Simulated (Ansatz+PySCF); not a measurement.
The numbers below are computed, except where a source is named.
C2H6 → 2 CH3

C2H6 (charge 0, multiplicity 1):
```xyz
8

C     0.0000    0.0000   -0.7596
C     0.0000    0.0000    0.7596
H     0.0000   -1.0240   -1.1651
H    -0.8868    0.5120   -1.1651
H     0.8868    0.5120   -1.1651
H     0.0000    1.0240    1.1651
H    -0.8868   -0.5120    1.1651
H     0.8868   -0.5120    1.1651
```

CH3 (charge 0, multiplicity 2):
```xyz
4

C     0.0000    0.0000    0.0000
H     1.0903    0.0000    0.0000
H    -0.5452    0.9443    0.0000
H    -0.5452   -0.9443    0.0000
```

Shapes relaxed with PBE0/def2-SVP. Single points in def2-SVP with Ansatz (development build ahead of 0.2.0), no zero-point energy. Correlated methods freeze no orbital on H to Be, one on B to Mg, five on Al to Zn, nine on Ga to Sr.

```csv
method,reaction energy
CCSD (restricted),395.0 kJ/mol
CCSD (unrestricted),394.7 kJ/mol
CCSD(T) (restricted),402.7 kJ/mol
HF (restricted),308.3 kJ/mol
HF (unrestricted),286.5 kJ/mol
MP2 (restricted),416.1 kJ/mol
PBE (restricted),430.3 kJ/mol
PBE (unrestricted),422.6 kJ/mol
PBE0 (restricted),423.4 kJ/mol
PBE0 (unrestricted),413.8 kJ/mol
r2SCAN (restricted),401.4 kJ/mol
r2SCAN (unrestricted),387.3 kJ/mol
wB97X (unrestricted),425.8 kJ/mol
```

Problem. What does wB97X (restricted) give?

Solution. 434.6 kJ/mol.
